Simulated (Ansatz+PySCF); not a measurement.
# singlet LiF in separate pieces: levels of theory in one basis

```xyz
2

Li    0.0000    0.0000    0.0000
F    30.0000    0.0000    0.0000
```

Basis set: cc-pVDZ (spherical functions). Frozen core: 1 orbital. Charge 0, multiplicity 1.

Computed with Ansatz (development build ahead of 0.2.0); each method stands on the lowest determinant of its kind that the runs found. NEVPT2 correlates all electrons. Active spaces start from the frontier orbitals, and the lowest solution found is given.

```json
{"method": "RHF", "E − E(RHF) (eV)": "0.00", "<S²> of the determinant": "0.00"}
{"method": "UHF", "E − E(RHF) (eV)": "-4.77", "<S²> of the determinant": "1.00"}
{"method": "UHF-MP2", "E − E(RHF) (eV)": "-8.61", "<S²> of the determinant": "1.00"}
{"method": "UHF-CCSD(T)", "E − E(RHF) (eV)": "-8.93", "<S²> of the determinant": "1.00"}
{"method": "RHF-CCSDT(Q)", "E − E(RHF) (eV)": "-8.88", "<S²> of the determinant": "–"}
{"method": "UHF-CCSDT(Q)", "E − E(RHF) (eV)": "-8.93", "<S²> of the determinant": "1.00"}
{"method": "CASSCF(6,6)", "E − E(RHF) (eV)": "-5.70", "<S²> of the determinant": "–"}
{"method": "SC-NEVPT2(2,2)", "E − E(RHF) (eV)": "-8.67", "<S²> of the determinant": "–"}
{"method": "SC-NEVPT2(6,6)", "E − E(RHF) (eV)": "-8.60", "<S²> of the determinant": "–"}
```

Q: What does CASSCF(2,2) give on the same scale?

A: -4.68 eV.

Q: Is a single determinant a sound starting point here?

A: It is doubtful. Unrestricted orbitals lower Hartree–Fock by 4.77 eV and <S²> is 1.00 where a pure state has 0.00, a sign of strong static correlation. The CASSCF(6,6) natural occupations are 1.99, 1.99, 1.00, 1.00, 0.01, 0.01. The CASSCF(2,2) natural occupations are 1.00, 1.00.

Caution for RHF, RHF-CCSDT(Q): an unrestricted determinant lies well below. Caution for UHF, UHF-MP2, UHF-CCSD(T), UHF-CCSDT(Q): the unrestricted determinant is a mixture of spin states; the determinant breaks the point group. Caution for UHF-MP2, UHF-CCSD(T), UHF-CCSDT(Q): bonds are stretched, where a single reference can fail. Caution for RHF-CCSDT(Q): large amplitudes, a single reference is doubtful; the amplitudes may be one of several solutions; a plain start can end on a higher determinant.
